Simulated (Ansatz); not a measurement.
We consider hcp Co, described by LDA in Ansatz (plane waves, PAW).

Run with plane-wave cutoff 500 eV, 24×24×1 k mesh (along the axes of the cell as run), Fermi–Dirac smearing 0.1 eV, scalar-relativistic PAW data made under PBE.

**Question.** What does this level give for the surface energy of the (10-11) face and work function of the (10-11) face?

**Answer.** 
surface energy of the (10-11) face: 3.12 J/m²
work function of the (10-11) face: 5.26 eV

The slab of 16 atoms is relaxed and unreconstructed.

The computed numbers hold no vibrational or temperature effects.

The result took very roughly 4 core-hours.

Ansatz is a quantum-chemistry and plane-wave program.
